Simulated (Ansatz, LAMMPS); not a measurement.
# Rock-salt SrO: properties by level of theory

Reference values: elastic constant C11 175 GPa (measured, temperature not stated, no zero-point or thermal correction; as tabulated in Oses et al. (2018), arXiv:1811.08464); elastic constant C44 55.9 GPa (measured, temperature not stated, not corrected to a static lattice; as tabulated in Oses et al. (2018), arXiv:1811.08464).

```tsv
level (code)	elastic constant C11 (GPa)	elastic constant C44 (GPa)
ionic model lewis1985c (shell model, LAMMPS)	155	75.0
B3LYP (VWN-RPA form) (Ansatz)	(withheld)	(withheld)
Hartree–Fock (Ansatz)	170	(withheld)
```

Problem. What belongs in the gaps?

Solution. 
- B3LYP (VWN-RPA form) (Ansatz, a quantum-chemistry and plane-wave program), elastic constant C11 (GPa): 165
- B3LYP (VWN-RPA form) (Ansatz), elastic constant C44 (GPa): 58.2
- Hartree–Fock (Ansatz), elastic constant C44 (GPa): 61.7

Differences from the reference values (errors of the level alone only where the reference is corrected to a static lattice):

```csv
level,elastic constant C11 (%),elastic constant C44 (%)
ionic model lewis1985c,-11.4,+34
B3LYP (VWN-RPA form),-5.7,+4.1
Hartree–Fock,-2.9,+10.4
```

Nearest: elastic constant C11, not ranked (reference at room or unstated temperature); elastic constant C44, not ranked (reference at room or unstated temperature). Empirical potentials aren't ranked on values they can be fitted to.

Empirical potentials (ionic model lewis1985c) are fitted to chosen data, which need not cover the solid at hand: agreement can be built in, and what lay outside the fit can be far off.

Ansatz's density-functional and Hartree–Fock values are scalar-relativistic unless marked +SOC, with PAW data made under PBE.

Unless a cell is named, each level is at its own relaxed cell (ionic model lewis1985c 17.17, B3LYP (VWN-RPA form) 17.58, Hartree–Fock 17.80 Å³/atom).

Differences are worked out from the printed values.
